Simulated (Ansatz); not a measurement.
Relaxing FeSO4

Method: Ansatz, DFT PBEsol, scalar-relativistic, plane waves, PAW. Cutoff 420 eV, Γ-centred k mesh, Gaussian smearing, collinear spin, first started from parallel moments.

The start is a database structure of FeSO4, space group Cmcm (No. 63).

```
Fe S O
1.0
     2.63626   -3.97552    0.00000
     2.63626    3.97552    0.00000
     0.00000    0.00000    6.52226
Fe S O
2 2 8
Direct
  0.00000 0.00000 0.50000
  0.00000 0.00000 0.00000
  0.65039 0.34961 0.25000
  0.34961 0.65039 0.75000
  0.22709 0.31093 0.75000
  0.77291 0.68907 0.25000
  0.31093 0.22709 0.25000
  0.68907 0.77291 0.75000
  0.24799 0.75201 0.93636
  0.75201 0.24799 0.43636
  0.75201 0.24799 0.06364
  0.24799 0.75201 0.56364
```

Steps on the 4×4×4 mesh (12 atoms). 5 of 7 steps are shown, and the free energy counts from the last. Trial steps that were taken back and renewals of the plane-wave basis can be among the rows.

```tsv
step	ΔF (meV/atom)	V (Å³/atom)	P (GPa)	largest force component (eV/Å)
1	7.9	11.39	2.39	0.754
2	3.7	11.34	1.57	0.456
3	0.2	11.22	0.03	0.113
4	-0.3	11.17	-0.02	0.120
7	0.0	11.15	-0.02	0.034
```

A final relaxation ran on a 8×8×6 mesh. The relaxed crystal, Cmcm (No. 63):

```cif
data_structure
_symmetry_space_group_name_H-M 'Cmcm'
_symmetry_Int_Tables_number 63
_cell_length_a 5.3739
_cell_length_b 8.0144
_cell_length_c 6.1923
_cell_angle_alpha 90.000
_cell_angle_beta 90.000
_cell_angle_gamma 90.000
_cell_volume 266.69
loop_
_atom_site_label
_atom_site_type_symbol
_atom_site_symmetry_multiplicity
_atom_site_Wyckoff_symbol
_atom_site_fract_x
_atom_site_fract_y
_atom_site_fract_z
_atom_site_occupancy
Fe1 Fe 4 a 0.00000 0.00000 0.50000 1
S1 S 4 c 0.50000 0.84980 0.25000 1
O1 O 8 g 0.27292 0.03923 0.75000 1
O2 O 8 f 0.50000 0.25171 0.94823 1
```

```json
{"Volume per atom": "11.11 Å³", "Density": "3.78 g/cm³", "Energy over the elements": "-1.28 eV/atom", "Gap on the 8×8×6 mesh": "0 eV (a metal)", "Net moment per atom": "0.67 μB", "Largest site moment": "3.33 μB"}
```

Formation energies are uncorrected and refer to the elements' standard structures at the same level (O₂ as a molecule).

The final run used a 8×8×6 mesh on its 12-atom cell and 0.10 eV smearing. For metals, differences of a few meV/atom aren't resolved.

Symmetry constrained the relaxation, so the result can be a saddle point.

Cost: 3 runs of about 26 core-minutes in all, on Arm Neoverse V1 (shared hosts).